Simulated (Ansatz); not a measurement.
The same path of C2H3N2 (7 atoms, charge 0, multiplicity 2) was run twice with different band settings. The coordinate that changes most is the dihedral H5–C1–N2–C3.

Level of theory: UKS PBE-D4/def2-SVP (Ansatz 0.2.0).

Relaxed end points:

```xyz
7
Properties=species:S:1:pos:R:3
C -0.433 0.671 -0.323
N 0.601 -0.324 -0.431
C 0.820 -1.188 0.489
N 1.117 -2.047 1.281
H -1.103 0.581 -1.207
H -1.037 0.630 0.608
H 0.035 1.677 -0.418
```

```xyz
7
Properties=species:S:1:pos:R:3
C -0.438 0.720 -0.177
N 0.565 0.015 0.576
C 0.823 -1.224 0.383
N 1.152 -2.380 0.292
H -0.981 0.112 -0.932
H -1.166 1.167 0.535
H 0.044 1.590 -0.678
```

Common settings: movable images 7; climbing image yes; optimiser quadratic models (default); start path IDPP; force threshold 0.03 eV/Å; iteration limit 60; end points relaxed.

| run | spring |
| --- | --- |
| 1 | 5.0 eV/Å² |
| 2 | 20.0 eV/Å² |

**Question.** What does each run give, and how far can it be trusted?

**Answer.** Run 1: converged after 7 iterations, highest image 0.016 eV above the first end. A vibrational analysis at the climbing image gives one clearly imaginary mode, 104i cm⁻¹: a first-order saddle point.
Run 2: converged after 7 iterations, highest image 0.016 eV above the first end. Another band between the same ends (7 images) ends at a top of the same energy, where a vibrational analysis finds 1 clearly imaginary mode.
